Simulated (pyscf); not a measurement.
Thermochemistry of product channels of AlH [singlet] + HO–SiH₃ on the singlet surface, in kcal/mol, from CCSD(T)/def2-TZVPP + ΔMP2(QZVPP) energies (ideal gas, 1 atm, RRHO with modes under 100 cm⁻¹ raised to 100, one conformer, R ln 2 for chiral ones without a mode under 150 cm⁻¹). Single points on ωB97X-D3(BJ)/def2-SVP structures (PySCF, gas phase). MP2 and CC: frozen core, UHF for open shells. ΔMP2 is the change of the MP2 total energy from the triple- to the quadruple-zeta basis.

```tsv
products	ΔE	ΔH(298 K)	ΔG(298 K)	ΔG(600 K)
HO–SiH₂–AlH₂	[?]	-22.4	-13.6	-4.9
HO–Al [singlet] + SiH₄	-27.4	-26.4	-25.4	-24.4
O=AlH + SiH₄	[?]	+12.0	+13.4	+14.9
H₂Al–O–SiH₃	-65.7	-65.8	-56.8	-47.7
HO–AlH₂ + SiH₂ [singlet]	[?]	+13.4	+12.3	+11.1
HO–AlH–SiH₃	-41.5	-40.4	-31.4	-22.6
```

Complete the blanks.


- HO–SiH₂–AlH₂, ΔE: -23.0
- O=AlH + SiH₄, ΔE: +13.3
- HO–AlH₂ + SiH₂ [singlet], ΔE: +15.6

The channel to HO–SiH₂–AlH₂ turns unfavourable between 298 and 1200 K (ΔG from -13.6 kcal/mol to +11.0 kcal/mol).

These are energies of the channels, which say nothing of barriers. The CCSD(T) − MP2 part came from Ansatz, without density fitting, on the same reference. The largest closed-shell T1 diagnostic is 0.031, which may signal static correlation.
